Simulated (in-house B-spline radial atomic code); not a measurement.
The numbers below are computed, except where a source is named.
Stopping and range of 2 keV S in Si

The pair potential comes from two frozen, spherical free-atom densities (PBE, B-spline radial code, scalar-relativistic past argon): electrostatics plus the change in Thomas-Fermi kinetic and Dirac exchange energy where they overlap, the recipe behind the universal ZBL potential, which averages such potentials (from solid-state densities) over many pairs. It is written V = (Z1 Z2 e²/r) φ(r/a), with e² = 14.3996 eV·Å and a = 0.46850 Å/(Z1^0.23 + Z2^0.23); ZBL's fit is φ = 0.18175 e^(−3.1998x) + 0.50986 e^(−0.94229x) + 0.28022 e^(−0.4029x) + 0.02817 e^(−0.20162x). Where φ falls below 4e-4 it is continued as an exponential.

The target is taken as amorphous, with density 2.329 g/cm³ (NSM archive of the Ioffe Institute); channelling is ignored. Masses: S 32.06, Si 28.09 u. Nuclear stopping is S_n = 4π a Z1 Z2 e² M1/(M1 + M2) × s_n(ε), with s_n integrated over impact parameters for each pair. Electronic stopping is Lindhard and Scharff's S_e = Z1^(1/6) 8π e² a0 Z1 Z2/(Z1^(2/3) + Z2^(2/3))^(3/2) × v/v0, with a0 = 0.529177 Å and v = v0 at 24.801 keV/u; it misses the oscillations with Z1 seen in experiment, which reach tens of per cent. Compounds add by atom fraction.

```
target atom    a (Å)  ε at this energy  s_n, this pair  s_n, ZBL potential
         Si  0.12570            0.0364          0.2751              0.2528
```

What are the atom density and the stopping powers at entry?

N = 2.329 × 0.602214/28.09 = 0.04993 atoms/Å³. For Si: S_n = 2716 × 0.2751 = 747.2 eV·Å², S_e = 1.8013 × √2000 = 80.56 eV·Å². Averaged over the target's atoms and times N × 10 Å/nm, the ion loses N S_n = 373 eV/nm to recoils and N S_e = 40.2 eV/nm to electrons; the nuclear share is 90 %.

Along the track:

```
E (keV)  N S_n (eV/nm)  N S_e (eV/nm)
    0.1            112           8.99
    0.3            192           15.6
    0.6            253             22
      1            302           28.4
    1.5            343           34.8
      2            373           40.2
```

Estimate the path length and the projected range.

With continuous slowing down the path is the integral of dE/(N (S_n + S_e)). Trapezoids over the table give 6.59 nm, and the stretch below the first row, with stopping taken as √E, adds 2E/(N S) = 1.7 nm: 8.24 nm in all, against 7.86 nm on a fine grid from 5 eV, a cut that itself drops some per cent of so short a path. Deflections shorten the depth: to first order in the energy passed on, N (S_n + S_e) dR_p/dE = 1 − N S_n (M2/M1) R_p/(2E), summed over the target's atoms, and integrating this on the fine grid gives R_p = 4.68 nm, 0.59 of the path. Lindhard's rule of thumb R/(1 + M2/3M1), with mean M2/M1 = 0.88, gives 6.09 nm. On the ZBL potential the same equation gives 5.08 nm, and the full integral equation, which keeps hard collisions, 5.25 nm.
